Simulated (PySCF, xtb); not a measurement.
nitrogen trifluoride cation (F3N), SMILES FN(F)F (connectivity only; charge and spin as stated), charge +1, multiplicity 2.

Harmonic wavenumbers (cm⁻¹) from GFN2-xTB run with xtb 6.7.1 at its own minimum, in rising order: 458, 458, 485, 906, 1116, 1116.

What does PBE0-D3(BJ)/def2-TZVP (PySCF) give at its own minimum? (An estimate is asked for; the answer gives what the named calculation found.)

544, 544, 683, 1037, 1308, 1308. Paired by order, the mean absolute difference is 147 cm⁻¹ and the zero-point energies are 6.5 and 7.8 kcal/mol.
